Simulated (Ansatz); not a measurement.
Basis-set extrapolation for C₄H₆FN (`C=C=C(F)CN`) (PBE0-D4/def2-TZVP geometry, frozen core, the Gaussian-basis code of Ansatz). Multiplicity 1, RHF reference.

|  | def2-TZVPP | def2-QZVPP |
| --- | --- | --- |
| HF | -308.895965 | -308.909772 |
| MP2 correlation | -1.095851 | -1.176045 |
| CCSD(T) correlation | -1.179288 | not run |

Energies in hartree. Use E(X) = E(∞) + A·exp(−7.88·√X) for Hartree–Fock and E(X) = E(∞) + B·X^(−2.97) for correlation, with X = 3 and 4, and add CCSD(T) minus MP2 of the smaller set to the MP2 limit.

Q: What is the CCSD(T) energy at the basis-set limit?

A: HF limit: -308.909772 + (-0.013807) × 0.13774 = -308.91167. MP2 limit: -1.176045 + (-0.080194) × 0.74074 = -1.23545. Higher-order term: -1.179288 − (-1.095851) = -0.08344. Total: -310.23056 hartree, 4.23 eV below CCSD(T)/def2-TZVPP.
